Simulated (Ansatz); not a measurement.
## Worked example: Cl–Ga–PH⁺, doublet against Cl–Ga–PH, singlet

Geometry (PBE0/def2-TZVP stationary point of a singlet), kept for both states (Cl–Ga–PH, singlet: A; Cl–Ga–PH⁺, doublet: A):

```xyz
4

Cl    0.0000   -0.3123    2.6196
Ga    0.0000   -0.3244    0.5082
P     0.0000   -0.3965   -1.6263
H     0.0000    1.0333   -1.5016
```

Basis cc-pVDZ; Ansatz 0.2.0. Correlated methods freeze the noble-gas cores and the filled d shells of p-block atoms. Prefix R: restricted or restricted open-shell reference; prefix U: unrestricted. No spin–orbit coupling is included, and no scalar relativity.

Full CI isn't at hand for all of this; UCCSDT(Q) serves as the reference, and is uncertain by about the last step of the cluster series.

```json
{"level": "UHF", "E(Cl–Ga–PH, singlet) (hartree)": "-2724.073273", "E(Cl–Ga–PH⁺, doublet) (hartree)": "-2723.815101"}
{"level": "UMP2", "E(Cl–Ga–PH, singlet) (hartree)": "-2724.378534", "E(Cl–Ga–PH⁺, doublet) (hartree)": "-2724.085338"}
{"level": "UCCSD(T)", "E(Cl–Ga–PH, singlet) (hartree)": "-2724.422483", "E(Cl–Ga–PH⁺, doublet) (hartree)": "-2724.130749"}
{"level": "PBE", "E(Cl–Ga–PH, singlet) (hartree)": "-2726.377059", "E(Cl–Ga–PH⁺, doublet) (hartree)": "-2726.075000"}
{"level": "B3LYP", "E(Cl–Ga–PH, singlet) (hartree)": "-2727.094566", "E(Cl–Ga–PH⁺, doublet) (hartree)": "-2726.792585"}
{"level": "UCCSDT(Q)", "E(Cl–Ga–PH, singlet) (hartree)": "-2724.424792", "E(Cl–Ga–PH⁺, doublet) (hartree)": "-2724.132848"}
```

Q: Give the vertical gap, Cl–Ga–PH⁺ doublet less Cl–Ga–PH singlet, at each level in eV (1 hartree = 27.2114 eV), and each error against UCCSDT(Q).

A: UCCSDT(Q): (-2724.132848 − (-2724.424792)) × 27.2114 = 7.944 eV (the reference)
B3LYP: (-2726.792585 − (-2727.094566)) × 27.2114 = 8.217 eV, error 0.273 eV
PBE: (-2726.075000 − (-2726.377059)) × 27.2114 = 8.219 eV, error 0.275 eV
UCCSD(T): (-2724.130749 − (-2724.422483)) × 27.2114 = 7.938 eV, error -0.006 eV
UMP2: (-2724.085338 − (-2724.378534)) × 27.2114 = 7.978 eV, error 0.034 eV
UHF: (-2723.815101 − (-2724.073273)) × 27.2114 = 7.025 eV, error -0.919 eV

Total energies of functionals can't be set beside those of wave-function methods, since they hold the core's correlation and their own absolute errors; only the differences compare.

In so small a basis the reference is far from its limit while semilocal and hybrid functionals are nearer theirs, so the functionals' errors here hold much of the reference's basis and frozen-core error, which can add to them or hide them.

Each level lands on the state that its own search finds. T1 diagnostics of restricted CCSD: 0.017 and 0.018.
